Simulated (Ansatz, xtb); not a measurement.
# Loss of C2H4: C4H5F → C2HF + C2H4

Species: C4H5F `FC1=CCC1`, singlet; C2HF (fluoroacetylene) `C#CF`, singlet; C2H4 (ethylene) `C=C`, singlet. This is a balance of energies; it says nothing on the path, which may need atoms to shift.

Shapes, held fixed at every level: PBE0-D4/def2-TZVP. Programs: Ansatz 0.2.0, xtb 6.7.1. The zero-point and thermal change to 298 K, harmonic and unscaled (PBE0-D4/def2-TZVP), is -13.3 kJ/mol.

```json
{"level": "GFN2-xTB", "kind": "semi-empirical", "ΔH(298 K) (kJ/mol)": "+222.7", "less CCSD(T)/CBS estimate": "+19.1"}
{"level": "HF/def2-SVP", "kind": "Hartree–Fock", "ΔH(298 K) (kJ/mol)": "+184.4", "less CCSD(T)/CBS estimate": "-19.2"}
{"level": "HF/def2-TZVPP", "kind": "Hartree–Fock", "ΔH(298 K) (kJ/mol)": "+169.6", "less CCSD(T)/CBS estimate": "-34.0"}
{"level": "SPW92/def2-TZVPP", "kind": "LDA", "ΔH(298 K) (kJ/mol)": "+279.0", "less CCSD(T)/CBS estimate": "+75.4"}
{"level": "PBE0-D4/def2-TZVPP", "kind": "global hybrid", "ΔH(298 K) (kJ/mol)": "+242.2", "less CCSD(T)/CBS estimate": "+38.6"}
{"level": "wB97M-V/def2-TZVPP", "kind": "range-separated hybrid", "ΔH(298 K) (kJ/mol)": "+212.6", "less CCSD(T)/CBS estimate": "+9.0"}
{"level": "B2PLYP/def2-TZVPP", "kind": "double hybrid", "ΔH(298 K) (kJ/mol)": "+189.4", "less CCSD(T)/CBS estimate": "-14.2"}
{"level": "CCSD(T)/CBS estimate", "kind": "coupled cluster or CI", "ΔH(298 K) (kJ/mol)": "+203.6", "less CCSD(T)/CBS estimate": "0.0"}
```

The highest level, CCSD(T)/CBS estimate, gives ΔH(298 K) = +203.6 kJ/mol; the levels span +169.6 to +279.0. The column of differences is taken from that level and isn't an error. No measured value is set beside it here. The CBS estimate extrapolates MP2 from def2-TZVPP and def2-QZVPP and adds CCSD(T) − MP2 in the triple-zeta set, cores frozen.
